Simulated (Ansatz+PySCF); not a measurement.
A calculation with PySCF 2.14.0.

```python
from pyscf import gto, scf, mp

mol = gto.M(atom="""
C 0.060110 0.000000 -1.595110
C -0.522200 0.000000 -0.263070
C 0.155360 0.747040 0.892020
C 0.155360 -0.747040 0.892020
H 1.135710 0.000000 -1.727500
H -0.563910 0.000000 -2.478240
H -1.606400 0.000000 -0.228210
H -0.488240 1.268030 1.591330
H 1.081220 1.261120 0.662710
H -0.488240 -1.268030 1.591330
H 1.081220 -1.261120 0.662710
""", basis='cc-pvtz', charge=0, spin=1)
mf = scf.UHF(mol)
mf.kernel()
pt = mp.MP2(mf, frozen=4).run()
print(mf.e_tot, pt.e_corr, pt.e_tot)
```

The script is written out from the run's settings.

Output:

```
Converged                       : yes
Reference energy                : -155.52068 hartree
Correlation energy              : -0.65419 hartree
Total energy                    : -156.17487 hartree
Spin squared of the determinant : 0.769
```
